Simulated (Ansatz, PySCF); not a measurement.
Species: CHO2, charge 0, multiplicity 2. It need not be the lowest isomer of its formula. 
Coordinates optimised at B3LYP-D3(BJ)/def2-TZVP (Ansatz, a quantum-chemistry and plane-wave program):
```
C
O 1 1.2209
O 1 1.2209 2 144.74
H 1 1.1636 2 107.63 3 -180.00
```
Charge 0, spin multiplicity 2.

Property: atomisation energy (electronic, to ground-state atoms), in kJ/mol. Cores are frozen in the correlated levels unless marked. Open shells are spin-unrestricted. No spin-orbit coupling. No relativistic terms.  The program attaches cautions to a run behind CCSD(T) with core electrons/cc-pwCVTZ: other roots.

| level | program | atomisation energy (kJ/mol) |
|---|---|---|
| HF/6-31G | Ansatz | 694.5 |
| HF-D4/def2-TZVPD | PySCF + dftd4 | 958.8 |
| RI-HF/cc-pVQZ | Ansatz | 947.3 |
| PBE-D3(BJ)/def2-TZVPD | Ansatz + dftd3 | 1740.5 |
| BLYP-D3(BJ)/def2-TZVPD | Ansatz + dftd3 | 1676.9 |
| M06-L/def2-TZVPD | PySCF | 1633.4 |
| B3LYP-D3(BJ)/def2-TZVPD | Ansatz + dftd3 | 1609.7 |
| B3LYP-D4/def2-TZVPD | Ansatz + dftd4 | 1609.0 |
| B3LYP/def2-TZVPD | Ansatz | 1603.5 |
| PBE0-D4/def2-TZVPD | Ansatz + dftd4 | 1614.2 |
| TPSSh-D3(BJ)/def2-TZVPD | PySCF + dftd3 | 1596.7 |
| MN15-D3(BJ)/def2-TZVPD | PySCF + dftd3 | 1601.4 |
| HSE06/def2-TZVPD | Ansatz | 1615.0 |
| CAM-B3LYP/def2-TZVPD | Ansatz | 1599.6 |
| wB97M-V/def2-TZVPD | Ansatz | 1592.6 |
| MP2/6-31G | Ansatz | 1180.3 |
| RI-MP2/aug-cc-pVTZ | Ansatz | 1553.2 |
| CCSD/STO-3G | Ansatz | 1140.7 |
| CCSD/aug-cc-pVDZ | Ansatz | 1401.2 |
| CCSD(T) with core electrons/cc-pwCVTZ | Ansatz | 1537.1 |

The Hartree-Fock reference is unstable (checked in the largest basis), which strains HF and MP2.
